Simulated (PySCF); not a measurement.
Compound: C3H3FO2.
SMILES: `O=C1C[C@@H](F)O1`

The calculation used PBE0-D3(BJ)/def2-SVP geometry optimisation, gas phase (PySCF 2.14.0).

Masses are those of the commonest isotopes; rigid-rotor values at the optimised geometry. 

(1) What are A, B and C (GHz)?

(2) Classify the top.

(3) What does the inertial defect say?

(4) Which lines would a microwave search look for?

(5) Estimate the classical rotational partition function at 25 K, 50 K and 200 K.

## Answers

(1) Ia = 50.06, Ib = 182.71, Ic = 207.52 u·Å²; 505379 MHz·u·Å²/I gives 10095, 2766 and 2435 MHz, that is A = 10.095, B = 2.7661, C = 2.4353 GHz.

(2) A near-prolate asymmetric top. Ray's parameter κ = (2B − A − C)/(A − C) = -0.914; −1 is the prolate and +1 the oblate limit.

(3) Not planar: Δ = Ic − Ia − Ib = -25.25 u·Å². For a rigid frame Δ = −2 Σ m c², so Σ m c² = 12.62 u·Å² lies off the ab plane: 3.70 from hydrogen and 8.92 from heavier atoms. The atom farthest from that plane is 1.47 Å away.

(4) The dipole components are |μa| = 1.90 D, |μb| = 2.49 D, |μc| = 1.49 D. The squared components, which scale the intensities, stand as 0.58 : 1.00 : 0.36 (a : b : c). Some lines, for components of 0.1 D or more:

```csv
type,branch,"J(Ka,Kc)",MHz,lower level (cm⁻¹)
a,Q,"3(1,2) ← 3(1,3)",1984,1.258
b,Q,"2(1,1) ← 2(0,2)",8001,0.520
b,Q,"3(1,2) ← 3(0,3)",8534,1.039
b,R,"3(0,3) ← 2(1,2)",8551,0.754
b,Q,"4(1,3) ← 4(0,4)",9282,1.730
a,R,"2(1,2) ← 1(1,1)",10072,0.418
a,R,"3(1,3) ← 2(1,2)",15101,0.754
a,R,"3(2,1) ← 2(2,0)",15648,1.521
a,R,"4(3,1) ← 3(3,0)",20828,3.291
c,Q,"4(2,3) ← 4(1,3)",20850,2.039
b,Q,"3(2,1) ← 3(1,2)",21552,1.324
b,R,"3(1,3) ← 2(0,2)",22110,0.520
b,Q,"2(2,1) ← 2(1,2)",22979,0.754
b,Q,"3(2,2) ← 3(1,3)",23482,1.258
b,R,"4(1,4) ← 3(0,3)",26673,1.039
c,R,"4(1,3) ← 3(0,3)",29979,1.039
b,R,"2(2,1) ← 1(1,0)",32720,0.429
b,Q,"4(3,1) ← 4(2,2)",37346,2.740
b,Q,"3(3,0) ← 3(2,1)",37423,2.043
b,Q,"3(3,1) ← 3(2,2)",37478,2.041
b,Q,"4(3,2) ← 4(2,3)",37508,2.735
c,R,"4(2,2) ← 3(1,2)",42458,1.324
b,Q,"4(4,1) ← 4(3,2)",52440,3.986
b,R,"3(3,1) ← 2(2,0)",53071,1.521
b,R,"3(3,0) ← 2(2,1)",53082,1.520
b,R,"4(3,2) ← 3(2,1)",58250,2.043
```

(5) Point group C1, symmetry number σ = 1; q = (√π/σ)·√((kT/h)³/(ABC)), k/h = 20836.6 MHz/K: 2560 at 25 K, 7230 at 50 K, 57800 at 200 K.

PBE0-D3(BJ)/def2-SVP frequencies: not computed here. Zero-point vibration and centrifugal distortion are left out.
